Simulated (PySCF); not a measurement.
# Excitation energies in several basis sets

Compound: C₅H₁₁F.
SMILES: `CC(C)CCF`

TDDFT with PBE0 (PySCF), vertical singlets, core orbitals frozen in the response, spherical d and f functions. Geometry: PBE0-D3(BJ)/def2-SVP, one conformer, isolated molecule.

```json
{"basis": "6-31G*", "functions": "106", "diffuse": "no", "S1 (eV)": "9.79", "S2 (eV)": "10.02", "S3 (eV)": "10.20", "S4 (eV)": "10.43", "S5 (eV)": "10.44", "LUMO (eV)": "2.43", "α (au)": "54.3"}
{"basis": "6-31+G*", "functions": "130", "diffuse": "yes", "S1 (eV)": "8.33", "S2 (eV)": "8.50", "S3 (eV)": "8.61", "S4 (eV)": "8.75", "S5 (eV)": "8.83", "LUMO (eV)": "0.39", "α (au)": "60.0"}
{"basis": "def2-SVP", "functions": "139", "diffuse": "no", "S1 (eV)": "9.24", "S2 (eV)": "9.42", "S3 (eV)": "9.54", "S4 (eV)": "9.83", "S5 (eV)": "9.95", "LUMO (eV)": "1.59", "α (au)": "56.2"}
{"basis": "def2-SVPD", "functions": "211", "diffuse": "yes", "S1 (eV)": "8.60", "S2 (eV)": "8.73", "S3 (eV)": "8.86", "S4 (eV)": "9.06", "S5 (eV)": "9.14", "LUMO (eV)": "0.66", "α (au)": "64.2"}
{"basis": "aug-cc-pVDZ", "functions": "237", "diffuse": "yes", "S1 (eV)": "7.92", "S2 (eV)": "8.07", "S3 (eV)": "8.20", "S4 (eV)": "8.36", "S5 (eV)": "8.39", "LUMO (eV)": "-0.09", "α (au)": "65.6"}
{"basis": "def2-TZVP", "functions": "252", "diffuse": "no", "S1 (eV)": "8.80", "S2 (eV)": "8.97", "S3 (eV)": "9.09", "S4 (eV)": "9.36", "S5 (eV)": "9.46", "LUMO (eV)": "1.03", "α (au)": "62.8"}
```

**Question.** How much do these states and the polarisability depend on the basis?

**Answer.** States are compared by their number. Against the largest diffuse basis here (aug-cc-pVDZ, itself not a converged limit), sets without diffuse functions differ by up to 1.86 eV in S1 and 2.05 eV in S5; the smaller diffuse sets differ by up to 0.67 and 0.75 eV. State by state, the largest deviation of a set without diffuse functions is S1 1.86, S2 1.95, S3 1.99, S4 2.07, S5 2.05 eV. The same number needn't mean the same state in each row. Against aug-cc-pVDZ the polarisability deviates by -17% in 6-31G*, -9% in 6-31+G*, -14% in def2-SVP, -2% in def2-SVPD, -4% in def2-TZVP. A single + in a Pople set puts diffuse functions on heavy atoms only.
